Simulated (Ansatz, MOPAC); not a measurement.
Species: AlCl2, charge 0, multiplicity 2. SMILES: [Cl][Al][Cl]

Atoms: Al1, Cl2, Cl3. Bonds: Al1-Cl2, Al1-Cl3.

Bond lengths (Å) and angles (degrees) optimised at PM7 with MOPAC; MNDO with MOPAC; B3LYP/LANL2DZ with Ansatz (a first-principles code), each started from the B3LYP-D3(BJ)/def2-TZVP structure (Ansatz) of the last column. A row stands for all coordinates that are equal there. No wavenumbers were computed at MNDO, B3LYP/LANL2DZ, so these may be saddle points.

```json
[
 {"coordinate": "Al1-Cl2", "PM7": "2.002", "MNDO": "2.056", "B3LYP/LANL2DZ": "2.227", "B3LYP-D3(BJ)/def2-TZVP": "2.114"},
 {"coordinate": "Cl2-Al1-Cl3", "PM7": "179.5", "MNDO": "132.6", "B3LYP/LANL2DZ": "119.2", "B3LYP-D3(BJ)/def2-TZVP": "118.9"}
]
```

Mean signed difference of all 2 bond lengths from B3LYP-D3(BJ)/def2-TZVP: PM7 -0.112 Å, MNDO -0.058 Å, B3LYP/LANL2DZ 0.113 Å.
